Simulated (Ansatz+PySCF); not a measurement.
Two shapes of singlet NH₃.

Shape 1:

```xyz
4

N     0.0000    0.0000    0.1824
H     1.4038    0.0000   -0.4255
H    -0.7019    1.2157   -0.4255
H    -0.7019   -1.2157   -0.4255
```

Shape 2:

```xyz
4

N     0.0000    0.0000    0.2432
H     1.8717    0.0000   -0.5674
H    -0.9358    1.6209   -0.5674
H    -0.9358   -1.6209   -0.5674
```

Basis set: cc-pVDZ (spherical functions). Charge 0, multiplicity 1.

Computed with Ansatz (development build ahead of 0.2.0); each method stands on the lowest determinant of its kind that the runs found.

Question: Which shape is lower in energy, and by how much in each method?

Answer:

```tsv
method	E(2) − E(1) (eV)
UHF	1.335
PBE0 (restricted)	6.584
PBE0 (unrestricted)	4.661
r²SCAN (unrestricted)	4.517
ωB97X (unrestricted)	4.843
```

Shape 1 is lower. Caution for UHF, PBE0 (unrestricted), ωB97X (unrestricted): the unrestricted determinant is a mixture of spin states. Caution for PBE0 (restricted), PBE0 (unrestricted), r²SCAN (unrestricted), ωB97X (unrestricted): charge can spread falsely over distant fragments. Caution for PBE0 (restricted): an unrestricted determinant lies well below. Caution for r²SCAN (unrestricted): the unrestricted determinant is spin contaminated.
